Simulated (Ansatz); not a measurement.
A made-up structure of AlSiH₆S (charge +1), singlet:

Si1  (0.364, -1.818, 1.313)
Al2  (0.807, -0.369, -0.609)
S3  (-0.969, 1.291, -0.872)
H4  (-2.075, 0.596, -1.252)
H5  (-0.568, 2.191, -1.809)
H6  (-1.145, 1.857, 0.352)
H7  (2.130, -1.016, -1.148)
H8  (1.679, -1.889, 1.845)
H9  (-0.099, -0.868, 2.262)
(Å)

It is relaxed with PBE-D4/def2-SVP and then PBE0-D4/def2-TZVP (Ansatz 0.2.0). Atoms count as bonded within 1.22 times the sum of their covalent radii (H–H: 0.88 Å). The end point is not checked to be a true minimum.

Does its bonding change? (Judge from chemistry; the calculation decides.)

Computed: Yes. Formed: Si1–H6; broken: S3–H6.

Where it ends: The first stage lowers the energy by 5.31 eV in 52 steps. It ends as AlSiH₆S ([SiH3][AlH][SH2]), total charge +1:
| atom | x (Å) | y (Å) | z (Å) |
| --- | --- | --- | --- |
| Si1 | 0.2758 | -0.6518 | 1.7036 |
| Al2 | 0.5901 | -0.5524 | -0.7186 |
| S3 | -0.2630 | 1.5585 | -1.6174 |
| H4 | -0.8686 | 1.0853 | -2.7258 |
| H5 | -1.4040 | 1.6925 | -0.9116 |
| H6 | -1.1699 | -0.4120 | 1.9409 |
| H7 | 1.1540 | -1.2050 | -2.0288 |
| H8 | 0.7124 | -1.9866 | 2.1709 |
| H9 | 1.0972 | 0.4482 | 2.2671 |

Labels in which every atom is bracketed show which atoms are joined, not bond orders.

For scale, one of the runs: PBE0-D4/def2-TZVP relaxation, 147 basis functions, launched by `ansatz run in.yaml --threads 2 --pin off --events-out ev --progress --plain --max-ram 4352MiB`. Hardware: 2 CPU threads of an Arm Neoverse V1, shared host. Wall time about 4.2 min.
